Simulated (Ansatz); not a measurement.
A made-up structure of CH₅SSi (charge +1), closed shell:

C1  (-0.718, 1.033, -0.507)
S2  (0.851, -1.280, 0.676)
Si3  (-0.716, -0.050, 0.960)
H4  (-1.685, 0.895, -0.990)
H5  (0.091, 0.797, -1.194)
H6  (-0.622, 2.053, -0.136)
H7  (1.626, -1.176, -0.437)
H8  (1.088, -2.206, 1.643)
(Å)

It is relaxed with PBE-D4/def2-SVP and then PBE0-D4/def2-TZVP (Ansatz 0.2.0). Atoms count as bonded within 1.22 times the sum of their covalent radii (H–H: 0.88 Å). The end point is not checked to be a true minimum.

Does its bonding change? (Judge from chemistry; the calculation decides.)

By the calculation: No: no bond forms or breaks.

Where it ends: The first stage lowers the energy by 1.16 eV in 22 steps. It ends as CH₅SSi ([CH3][Si][SH2]), total charge +1:
```xyz
8
angstrom
C -0.7732 0.9375 -0.5300
S 1.1944 -0.8801 1.0872
Si -1.1490 -0.4014 0.6996
H -1.7054 1.4568 -0.7746
H -0.3829 0.5085 -1.4643
H -0.0457 1.6799 -0.1820
H 1.6661 -1.0338 -0.1679
H 1.1114 -2.2005 1.3465
```

Labels in which every atom is bracketed show which atoms are joined, not bond orders.

For scale, one of the runs: PBE0-D4/def2-TZVP relaxation, 135 basis functions, launched by `ansatz run in.yaml --threads 2 --pin off --events-out ev --progress --plain --max-ram 4352MiB`. Hardware: 2 CPU threads of an Arm Neoverse V1, shared host. Wall time about 64 s.
